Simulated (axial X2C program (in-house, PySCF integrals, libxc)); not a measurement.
# Bond lengths and stretching modes, held linear, of OPO

Calculated with an axial X2C code built on PySCF integrals: two-component X2C with atomic mean-field Coulomb and Gaunt terms, Gaussian nuclei, basis O dyall-av3z, P dyall-v3z with contracted cores. Spin-free rows use the one-electron spin-free X2C Hamiltonian.

Masses O 15.995, P 30.974, O 15.995 u. States: 2c Ω = 1/2 (beyond evenly filled blocks: ω = 1/2); spin-free M_S = 1/2, Λ = 0 (beyond evenly filled blocks: σα).

r2SCAN, 2c: energies above the lowest point

```tsv
r(O–P) (Å)	r(P–O) (Å)	E (meV)
1.4381	1.4381	126.97
1.4381	1.4750	63.32
1.4381	1.5119	77.31
1.4750	1.4381	63.32
1.4750	1.4750	0.00
1.4750	1.5119	14.67
1.4750	1.5488	88.89
1.5119	1.4381	77.31
1.5119	1.4750	14.67
1.5119	1.5119	30.38
1.5488	1.4750	88.89
1.5488	1.5488	183.46
```

Q: Fit a quadratic surface with cubic terms in each bond: where is the minimum, and what are the two stretching wavenumbers?

A: At r2SCAN, 2c: bonds 1.485 and 1.485 Å; harmonic stretches 962.6 and 1352.5 cm⁻¹; force constants 8.61, 8.61 and coupling 0.13 mdyn/Å.

The other levels and Hamiltonians give:

| Hamiltonian | level | r(O–P) (Å) | r(P–O) (Å) | lower stretch (cm⁻¹) | upper stretch (cm⁻¹) |
| --- | --- | --- | --- | --- | --- |
| 2c | PBE0 | 1.476 | 1.476 | 995.7 | 1382.5 |
| spin-free | PBE0 | 1.476 | 1.476 | 995.5 | 1382.4 |
| spin-free | r2SCAN | 1.485 | 1.485 | 962.4 | 1352.4 |

Each state is one determinant, the lowest of a limited PBE0 search; the stretches come from a fit to these few points and carry an uncertainty of a few per cent. Other orders of the atoms were not compared. Left out for rough or failed fits: HF 2c, MP2 2c, HF spin-free, MP2 spin-free. The molecule was held linear; bending was not examined, so a bent shape may lie lower.
